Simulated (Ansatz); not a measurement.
# CH₄AlS+ (SMILES [CH2+][AlH][SH]): single points off equilibrium

How do the functionals fare away from a minimum? The structure is a frame of a short trajectory.

The runs use Ansatz 0.2.0, Gaussian basis; single points in def2-TZVPP.

Cores are frozen in the correlated methods.

## 1. The system as given

7 atoms, charge 1, spin multiplicity 1.

Atoms are counted from 1 here; the program's logs count them from 0.

Bond lengths: C1–Al2 1.929 Å, C1–S3 1.985 Å, C1–H4 1.093 Å, C1–H5 1.143 Å, Al2–S3 2.321 Å, Al2–H6 1.567 Å, S3–H7 1.345 Å. Angles: Al2–C1–S3 72.7°, Al2–C1–H4 123.2°, Al2–C1–H5 119.2°, S3–C1–H4 107.6°, S3–C1–H5 111.9°, H4–C1–H5 112.9°, C1–Al2–S3 54.8°, C1–Al2–H6 171.6°, S3–Al2–H6 133.0°, C1–S3–Al2 52.5°, C1–S3–H7 98.9°, Al2–S3–H7 95.5°.

Geometry (Å):

```csv
atom,x (Å),y (Å),z (Å)
C1,-0.8831,-0.0771,-0.1778
Al2,0.6354,1.1087,-0.0931
S3,0.7490,-1.2063,-0.2119
H4,-1.4400,-0.2723,-1.0980
H5,-1.5053,-0.2559,0.7643
H6,1.7249,2.2346,-0.1013
H7,0.8986,-1.3959,1.1115
```

## 2. PBE-D4/def2-TZVPP

Input file run/in.yaml:

```yaml
crystal:
  periodic: [false, false, false]
  atoms:
    - {symbol: C, position_ang: [-0.883103, -0.077069, -0.177834]}
    - {symbol: Al, position_ang: [0.635392, 1.108733, -0.093098]}
    - {symbol: S, position_ang: [0.748969, -1.206306, -0.211893]}
    - {symbol: H, position_ang: [-1.439998, -0.272264, -1.097960]}
    - {symbol: H, position_ang: [-1.505336, -0.255879, 0.764289]}
    - {symbol: H, position_ang: [1.724897, 2.234584, -0.101301]}
    - {symbol: H, position_ang: [0.898608, -1.395898, 1.111502]}
basis:
  gaussian: {orbitals: def2-TZVPP}
total_charge: 1
hamiltonian: {xc: pbe, dispersion: d4}
output: {forces: true}
```

On the command line:

```
ansatz run in.yaml --threads 2 --pin off --events-out ev --progress --plain --max-ram 3481MiB
```

## 3. r2SCAN-D4/def2-TZVPP

run/in.yaml, as its differences from that of step 2:

```diff
@@ -13,3 +13,3 @@
 total_charge: 1
-hamiltonian: {xc: pbe, dispersion: d4}
+hamiltonian: {xc: r2scan, dispersion: d4}
 output: {forces: true}
```

## 4. PBE0-D4/def2-TZVPP

run/in.yaml, as its differences from that of step 3:

```diff
@@ -13,3 +13,3 @@
 total_charge: 1
-hamiltonian: {xc: r2scan, dispersion: d4}
-output: {forces: true}
+hamiltonian: {xc: pbe0, dispersion: d4}
+output: {forces: true, orbitals: {seedname: orbitals}}
```

## 5. wB97M-V/def2-TZVPP

run/in.yaml, as its differences from that of step 4:

```diff
@@ -13,3 +13,3 @@
 total_charge: 1
-hamiltonian: {xc: pbe0, dispersion: d4}
-output: {forces: true, orbitals: {seedname: orbitals}}
+hamiltonian: {xc: {name: wB97M-V}}
+output: {forces: true}
```

## 6. CCSD(T)/def2-TZVPP

run/in.yaml, as its differences from that of step 5:

```diff
@@ -13,3 +13,3 @@
 total_charge: 1
-hamiltonian: {xc: {name: wB97M-V}}
+correlation: {method: ccsd_t}
 output: {forces: true}
```

(Steps that only read results are left out.)

Q: Predict the outcome of this session. Wanted: energy less free atoms, CCSD(T)/def2-TZVPP; RMS force component; RMS force error; HOMO and LUMO, PBE0-D4; T1 diagnostic.

As calculated:

| quantity | value |
| --- | --- |
| energy less free atoms, CCSD(T)/def2-TZVPP | -14.240 eV |
| RMS force component | 0.469 to 0.533 eV/Å over the methods |
| RMS force error | PBE-D4 0.165, r2SCAN-D4 0.098, PBE0-D4 0.140, wB97M-V 0.110 eV/Å |
| HOMO and LUMO, PBE0-D4 | -13.25 and -6.99 eV |
| T1 diagnostic | 0.012 |

**Reading.** Against CCSD(T) the functionals' energies less atoms differ by -0.913 to -0.560 eV, PBE-D4 by -0.913 eV. CCSD(T) in triple zeta still lacks some correlation energy of the bonds, so part of these gaps is its own basis error and they don't rank the functionals. On forces the order runs from r2SCAN-D4 to PBE-D4. Frozen-core CCSD(T) forces in triple zeta carry basis errors of their own, and this is one geometry, so small gaps rank nothing.
